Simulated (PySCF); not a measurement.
Consider trans-crotononitrile, `C/C=C/C#N` (C4H5N). Coordinates in Å; atoms count from 1 in this order:
```
C    -1.3749    0.0718    0.6914
C    -0.1614   -0.3941   -0.0283
C     0.8880    0.3846   -0.3377
C     2.0353   -0.1036   -1.0305
N     2.9753   -0.4855   -1.5935
H    -2.2771   -0.0979    0.0805
H    -1.3205    1.1397    0.9456
H    -1.5183   -0.5032    1.6214
H    -0.1288   -1.4494   -0.3231
H     0.9022    1.4453   -0.0644
```

Computed at ωB97X-D3(BJ)/ma-def2-TZVP // PBE0-D3(BJ)/def2-SVP with PySCF (density fitting, grid level 2). Zero-point and thermal terms (298.15 K, 1 bar) come from unscaled PBE0-D3(BJ)/def2-SVP harmonic frequencies, with soft modes damped to free rotors in the entropy.

**Question.** What are the vertical and the adiabatic ionisation energy for forming the radical cation?

**Answer.** 10.20 eV vertical and 9.96 eV adiabatic, the latter with zero-point energy.

**Question.** Where does the unpaired spin of the relaxed radical cation sit?

**Answer.** N5 (nitrile nitrogen) 0.43, C3 (alkene carbon) 0.38, C2 (alkene carbon) 0.28, C4 (nitrile carbon) -0.15 (intrinsic atomic orbital populations).

**Question.** What oxidation potential follows in dichloromethane (IEF-PCM), given that Fc+/Fc comes at 4.70 V absolute with this functional and basis?

**Answer.** In the gas phase ΔG of oxidation is 9.933 eV, and solvation is -25.2 kJ/mol for the parent and -245.6 kJ/mol for the product, so the absolute potential is 7.65 V, or 2.95 V against Fc+/Fc. Fc+/Fc in dichloromethane, 4.70 V, is ωB97X-D3(BJ)/ma-def2-TZVP on PBE0-D3(BJ)/def2-SVP structures with GFN2-xTB thermal terms. Benchmark calculations put it near 5.0 V in acetonitrile and DMSO, so it is about 0.3 V low, and the value against it can read up to that much too high. The solvent is electrostatics only, on gas-phase structures; the absolute scale refers to an electron at rest in vacuum.

**Question.** How far is −ε(HOMO) from the vertical value by ΔSCF?

**Answer.** −ε(HOMO) = 10.25 eV, which is 0.05 eV above the ΔSCF value.
